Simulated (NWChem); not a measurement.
# C3H7N (SMILES NC1CC1): levels of theory compared

Aim: a comparison of 6 runs (HF/STO-3G, B3LYP/6-31G*, M06-2X/6-31G*, PBE0/6-31G*, CCSD(T)/6-31G*) of C3H7N. 

The results are computed with NWChem 7.3.0.

1 further run of the same task is left out (set aside as unsound or not needed). Runs told in other sessions of the task aren't counted.

## Step 1: Starting point

The species is C3H7N (11 atoms), meant as a singlet with charge 0. As SMILES, `NC1CC1`. One bond was lengthened or shortened from a relaxed shape.

Bond lengths: N1–C2 1.432 Å, C2–C3 1.495 Å, C2–C4 1.495 Å, C3–C4 1.500 Å, N1–H5 1.012 Å, N1–H6 1.012 Å, C2–H7 1.254 Å, C3–H8 1.083 Å, C3–H9 1.083 Å, C4–H10 1.083 Å, C4–H11 1.083 Å. Some angles: N1–C2–C3 116.9°, N1–C2–C4 116.9°, C3–C2–C4 60.2°, C2–C3–C4 59.9°, C2–C4–C3 59.9°, N1–C2–H7 118.3°, C3–C2–H7 115.8°, C4–C2–H7 115.8°, C2–N1–H5 111.1°, C2–N1–H6 111.1°.

## Step 2: A single-point energy at HF/STO-3G (run 1)

The input, struct.nw:

```
start struct
title "C3H7N hf"
memory stack 880 mb heap 220 mb global 1100 mb
geometry units angstroms noautosym nocenter noautoz
  N       -1.259998       0.810650      -0.451340
  C        0.045082       0.377810      -0.049700
  C        0.111712      -0.747740       0.932510
  C        0.476492      -0.980180      -0.503340
  H       -1.235128       1.239130      -1.368250
  H       -1.632858       1.492640       0.197360
  H        0.954840       1.235920       0.042510
  H        0.902162      -0.739260       1.672340
  H       -0.836358      -1.145460       1.271420
  H        1.518672      -1.132110      -0.754370
  H       -0.231498      -1.530880      -1.109440
end
basis spherical bse
  N library STO-3G
  C library STO-3G
  H library STO-3G
end
scf
  thresh 1e-08
  maxiter 80
  noprint "final vectors analysis"
end
task scf
```

Launch:

```
$ nwchem struct.nw > struct.out
```

Log:

```text
[...]
  functions       =    27
[...]
  wavefunction    = RHF
[...]
         Total SCF energy =   -169.959662033049
      One-electron energy =   -478.039449763135
      Two-electron energy =    183.010360783650
 Nuclear repulsion energy =    125.069426946436
        Time for solution =      1.0s
[...]
```

Wall time 1.5 s (1 thread of AMD EPYC 9B45 (Zen 5), shared host); peak memory 0.099 GiB.

## Step 3: A single-point energy at B3LYP/6-31G(d) (spherical functions) (run 2)

The input, c3h7n.nw:

```
echo
start c3h7n
title "C3H7N B3LYP"
memory 2200 mb

geometry units bohr noautosym nocenter noautoz
  N   -2.38105114   1.53190648  -0.85290899
  C    0.08519263   0.71395743  -0.09391939
  C    0.21110508  -1.41302381   1.76218851
  C    0.90043938  -1.85227175  -0.95117475
  H   -2.33405365   2.34161633  -2.58561777
  H   -3.08565442   2.82068080   0.37295635
  H    1.80438609   2.33555031   0.08033226
  H    1.70483910  -1.39699893   3.16026459
  H   -1.58048756  -2.16460569   2.40263559
  H    2.86987415  -2.13937784  -1.42555270
  H   -0.43746782  -2.89294393  -2.09653775
end

basis spherical bse
  * library 6-31G*
end

dft
  xc b3lyp
  mult 1
  grid xfine
  convergence energy 1e-08
  maxiter 100
  mulliken
  print low
end

task dft energy
```

Launch:

```
$ nwchem c3h7n.nw > c3h7n.out
```

Log:

```text
[...]
 d= 0,ls=0.0,diis     1   -173.1751223576 -2.98D+02  1.03D-02  4.07D-01     2.4
[...]
 d= 0,ls=0.0,diis     8   -173.2258469471  5.31D-09  4.24D-06  1.46D-07    16.2
         Total DFT energy =     -173.225846947058
      One electron energy =     -480.182145794957
           Coulomb energy =      207.719573074652
    Exchange-Corr. energy =      -25.832692169363
 Nuclear repulsion energy =      125.069417942610
[...]
      Total Density - Mulliken Population Analysis
     ---------------------------------------------
    Atom       Charge   Shell Charges
 -----------   ------   -------------------------------------------------------
    1 N    7     7.71   2.00  0.78  2.51  0.86  1.53  0.03
    2 C    6     5.98   2.00  0.66  2.04  0.48  0.73  0.06
    3 C    6     6.30   2.00  0.67  2.13  0.57  0.89  0.04
    4 C    6     6.30   2.00  0.67  2.13  0.57  0.89  0.04
    5 H    1     0.70   0.51  0.18
    6 H    1     0.70   0.51  0.18
    7 H    1     0.92   0.49  0.44
    8 H    1     0.85   0.53  0.32
    9 H    1     0.84   0.53  0.31
   10 H    1     0.85   0.53  0.32
[...]
```

Run time: 17 s. Hardware: 1 thread of AMD EPYC 9B45 (Zen 5), shared host; peak memory 0.14 GiB.

Run 3 isn't shown in full; the table further down has it.

## Step 4: A single-point energy at PBE0/6-31G(d) (spherical functions) (run 4)

The input, nw.nw:

```
echo
start nw
title "C3H7N PBE0"
memory stack 880 mb heap 220 mb global 1100 mb

geometry units angstrom noautosym nocenter noautoz
N    -1.259998    0.810650   -0.451340
C     0.045082    0.377810   -0.049700
C     0.111712   -0.747740    0.932510
C     0.476492   -0.980180   -0.503340
H    -1.235128    1.239130   -1.368250
H    -1.632858    1.492640    0.197360
H     0.954840    1.235920    0.042510
H     0.902162   -0.739260    1.672340
H    -0.836358   -1.145460    1.271420
H     1.518672   -1.132110   -0.754370
H    -0.231498   -1.530880   -1.109440
end

basis spherical bse
* library 6-31G*
end

dft
xc pbe0
grid xfine
convergence energy 1e-08
maxiter 100
mulliken
end

task dft energy
```

Launch:

```
$ nwchem nw.nw > nw.out
```

Log:

```text
[...]
          Wavefunction type:  closed shell.
          No. of atoms     :    11
          No. of electrons :    32
[...]
          Charge           :     0
          Spin multiplicity:     1
[...]
          AO basis - number of functions:    70
[...]
              XC Information
              --------------
                         PBE0 Method XC Functional
                     Hartree-Fock (Exact) Exchange  0.250
          PerdewBurkeErnzerhof Exchange Functional  0.750
            Perdew 1991 LDA Correlation Functional  1.000 local
           PerdewBurkeErnz. Correlation Functional  1.000 non-local
[...]
 d= 0,ls=0.0,diis     1   -172.9757498431 -2.98D+02  8.55D-03  3.58D-01     2.4
[...]
 d= 0,ls=0.0,diis     8   -173.0193708886  2.74D-09  3.28D-06  9.60D-08    16.3
         Total DFT energy =     -173.019370888569
      One electron energy =     -480.138638062591
           Coulomb energy =      207.659135460132
    Exchange-Corr. energy =      -25.609295232546
 Nuclear repulsion energy =      125.069426946436
[...]
      Total Density - Mulliken Population Analysis
     ---------------------------------------------
    Atom       Charge   Shell Charges
 -----------   ------   -------------------------------------------------------
    1 N    7     7.76   2.00  0.77  2.49  0.89  1.58  0.03
    2 C    6     6.02   2.00  0.65  2.01  0.52  0.78  0.06
    3 C    6     6.36   2.00  0.66  2.11  0.61  0.94  0.04
    4 C    6     6.36   2.00  0.66  2.11  0.61  0.94  0.04
    5 H    1     0.67   0.51  0.16
    6 H    1     0.67   0.51  0.16
    7 H    1     0.89   0.48  0.41
    8 H    1     0.82   0.52  0.30
    9 H    1     0.81   0.52  0.29
   10 H    1     0.82   0.52  0.30
[...]
```

It took 17 s on 1 thread of AMD EPYC 9B45 (Zen 5), shared host; peak memory 0.14 GiB.

Run 5 isn't shown in full; the table further down has it.

## Step 5: A single-point energy at CCSD(T)/6-31G(d) (spherical functions) (run 6)

The input, a.nw:

```
start a
memory total 2200 mb

geometry units atomic noautosym nocenter noautoz
   N     -2.38105114     1.53190648    -0.85290899
   C      0.08519263     0.71395743    -0.09391939
   C      0.21110508    -1.41302381     1.76218851
   C      0.90043938    -1.85227175    -0.95117475
   H     -2.33405365     2.34161633    -2.58561777
   H     -3.08565442     2.82068080     0.37295635
   H      1.80438609     2.33555031     0.08033226
   H      1.70483910    -1.39699893     3.16026459
   H     -1.58048756    -2.16460569     2.40263559
   H      2.86987415    -2.13937784    -1.42555270
   H     -0.43746782    -2.89294393    -2.09653775
end

basis spherical bse
   * library 6-31G*
end

scf
   thresh 1e-08
   maxiter 80
end

ccsd
   freeze core 4
   maxiter 60
end

task ccsd(t)
```

Launch:

```
$ nwchem a.nw > a.out
```

Log:

```text
[...]
  functions       =    70
[...]
  wavefunction    = RHF
[...]
         Total SCF energy =   -172.066509150713
      One-electron energy =   -479.652893619550
      Two-electron energy =    182.516966526227
 Nuclear repulsion energy =    125.069417942610
        Time for solution =      4.8s
[...]
 Total MP2 energy:           -172.616505547308236
[...]
             energy      energy      error      ampl     ampl      Block
                                                time     time      time
[...]
 Total CCSD energy:           -172.658836157837811
[...]
 Total CCSD+T(CCSD) energy:           -172.676431085324083
[...]
 Total CCSD(T) energy:                -172.675881971531055
[...]
```

Run time: 41 s. Hardware: 1 thread of AMD EPYC 9B45 (Zen 5), shared host; peak memory 0.17 GiB.

## Step 6: Overview of the runs

| run | level | iteration cap | module | energy (Eh) | dipole moment (D) of the reference | wall time |
| --- | --- | --- | --- | --- | --- | --- |
| 1 | HF/STO-3G | 80 | scf | -169.959662 | 1.27 | 1.5 s |
| 2 | B3LYP/6-31G* (spherical functions) | 100 | dft | -173.225847 | – | 17 s |
| 3 | M06-2X/6-31G* (spherical functions) | 100 | dft | -173.141095 | 1.16 | 23 s |
| 4 | PBE0/6-31G* (spherical functions) | 100 | dft | -173.019371 | 1.15 | 17 s |
| 5 | B3LYP/6-31G* (Cartesian functions) | 100 | dft | -173.229007 | 1.12 | 18 s |
| 6 | CCSD(T)/6-31G* (spherical functions) | 80 | ccsd(t) | -172.675882 | – | 41 s |

## Step 7: What came out

```
                                          quantity          value
                               run 6: total energy  -172.67588 Eh
        run 6: HOMO energy (Hartree–Fock orbitals)      -10.14 eV
        run 6: LUMO energy (Hartree–Fock orbitals)        6.20 eV
      run 6: HOMO–LUMO gap (Hartree–Fock orbitals)       16.34 eV
run 6: correlation energy (4 core orbitals frozen)     -609.4 mEh
                             run 6: (T) correction     -17.05 mEh
```

Over runs 1, 3, 4, 5 the dipole moment (its size) runs from 1.12 D (B3LYP/6-31G*) to 1.27 D (HF/STO-3G). The two ends differ in method and basis. Over runs 3, 4, 5 the HOMO–LUMO gap runs from 8.50 eV (B3LYP/6-31G*) to 11.42 eV (M06-2X/6-31G*). Totals of different functionals can't be ranked against each other. In run 1 the basis is minimal, so the values are rough. All runs together took 1.9 min, the longest 41 s.
